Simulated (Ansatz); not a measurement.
# Barium, bcc: convergence with Methfessel-Paxton smearing

Computed with Ansatz, r²SCAN, scalar-relativistic PAW, on the relaxed cell (a = 5.074 Å; spin not included). Errors count from a run at 500 eV on a Γ-centred 14×14×14 mesh with Fermi-Dirac smearing of 0.1 eV, extrapolated to zero width. Fixed here: cutoff 500 eV, mesh 9×9×9. The SCF starts from atomic densities corrected by a trained network.

```json
{"width (eV)": "0.01", "E(σ→0) error (meV/atom)": "-0.6", "F error (meV/atom)": "-0.6", "P (GPa)": "-0.02", "SCF iterations": "6"}
{"width (eV)": "0.03", "E(σ→0) error (meV/atom)": "-0.6", "F error (meV/atom)": "-0.6", "P (GPa)": "-0.03", "SCF iterations": "6"}
{"width (eV)": "0.1", "E(σ→0) error (meV/atom)": "-0.9", "F error (meV/atom)": "-1.2", "P (GPa)": "0.00", "SCF iterations": "6"}
{"width (eV)": "0.2", "E(σ→0) error (meV/atom)": "-1.7", "F error (meV/atom)": "-1.0", "P (GPa)": "0.00", "SCF iterations": "6"}
{"width (eV)": "0.3", "E(σ→0) error (meV/atom)": "-0.8", "F error (meV/atom)": "0.8", "P (GPa)": "-0.02", "SCF iterations": "6"}
{"width (eV)": "0.6", "E(σ→0) error (meV/atom)": "6.3", "F error (meV/atom)": "16.3", "P (GPa)": "-0.06", "SCF iterations": "6"}
{"width (eV)": "1.0", "E(σ→0) error (meV/atom)": "34.5", "F error (meV/atom)": "25.1", "P (GPa)": "0.14", "SCF iterations": "6"}
```
